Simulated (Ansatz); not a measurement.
Another site gives an ion 0.10 eV lower (`[CH2-]CC`) at the level frozen-core CCSD(T)/aug-cc-pVTZ // B3LYP-D3(BJ)/def2-TZVPD (Ansatz, a quantum-chemistry and plane-wave program).

Level of theory: frozen-core CCSD(T)/aug-cc-pVTZ // B3LYP-D3(BJ)/def2-TZVPD in Ansatz.

Ansatz 0.2 input:
```yaml
crystal:
  periodic: [false, false, false]
  atoms:
    - { symbol: C, position_ang: [-1.193681, -0.281921, -0.21348] }
    - { symbol: C, position_ang: [0.063768, 0.424843, -0.659881] }
    - { symbol: C, position_ang: [1.222896, 0.04314, 0.229328] }
    - { symbol: H, position_ang: [-2.08434, 0.077893, -0.743988] }
    - { symbol: H, position_ang: [-1.421927, -0.185541, 0.895476] }
    - { symbol: H, position_ang: [-1.146481, -1.367318, -0.388966] }
    - { symbol: H, position_ang: [-0.095855, 1.511776, -0.58666] }
    - { symbol: H, position_ang: [1.51914, -1.008758, 0.099477] }
    - { symbol: H, position_ang: [2.118859, 0.643279, 0.026199] }
    - { symbol: H, position_ang: [1.01762, 0.142609, 1.342494] }
basis:
  gaussian: { orbitals: aug-cc-pVTZ }
correlation:
  method: ccsd_t
total_charge: -1
```

Output:

```
Functional definition: HF
1666 factors; integrals over basis functions are off by at most 1.3e-3 eV
mean field evaluation 1: about -3198.0484 eV, gradient 2.6e1 eV
mean field evaluation 2: about -3198.0483 eV, gradient 2.6e1 eV
mean field evaluation 4: about -3200.2758 eV, gradient 4.5e0 eV
mean field evaluation 8: about -3200.3575 eV, gradient 1.2e-2 eV
mean field evaluation 16: about -3200.3566 eV, gradient 2.7e-1 eV
mean field evaluation 32: about -3193.1288 eV, gradient 1.0e1 eV
mean field -3200.35749030 eV, -117.6109684885 hartree, gradient 7.4e-6 eV, S^2 0.000000; 0 other end points of the search recorded, 0 dependent functions left out
3 core orbitals not correlated
reference -3200.35749030 eV, -117.6109684885 hartree; 10, 10 occupied and 286, 286 virtual orbitals, 1666 factors
second order -15.60645996 eV of doubles, -0.00000000 eV of singles
cycle   1  -15.99854040 eV  change   -3.9e-1 eV  update   9.9e-2
cycle   2  -16.31440234 eV  change   -3.2e-1 eV  update   4.2e-2
cycle   3  -16.45506638 eV  change   -1.4e-1 eV  update   3.1e-2
cycle   4  -16.47946996 eV  change   -2.4e-2 eV  update   1.5e-2
cycle   5  -16.47388727 eV  change    5.6e-3 eV  update   1.2e-2
cycle   6  -16.47217992 eV  change    1.7e-3 eV  update   9.1e-3
cycle   7  -16.47461086 eV  change   -2.4e-3 eV  update   5.0e-3
cycle   8  -16.47488415 eV  change   -2.7e-4 eV  update   2.5e-3
cycle   9  -16.47484951 eV  change    3.5e-5 eV  update   1.2e-3
cycle  10  -16.47595695 eV  change   -1.1e-3 eV  update   6.3e-4
cycle  11  -16.47546389 eV  change    4.9e-4 eV  update   4.1e-4
cycle  12  -16.47532419 eV  change    1.4e-4 eV  update   2.0e-4
cycle  13  -16.47529268 eV  change    3.2e-5 eV  update   1.3e-4
cycle  14  -16.47524537 eV  change    4.7e-5 eV  update   7.6e-5
cycle  15  -16.47524535 eV  change    2.8e-8 eV  update   4.6e-5
cycle  16  -16.47527455 eV  change   -2.9e-5 eV  update   3.1e-5
cycle  17  -16.47528211 eV  change   -7.6e-6 eV  update   1.6e-5
perturbative correction -0.72332689 eV, -0.0265817731 hartree
Total energy: -3217.55609931 eV, -118.2430057119 hartree
```

Cost: roughly 5 core-minutes.
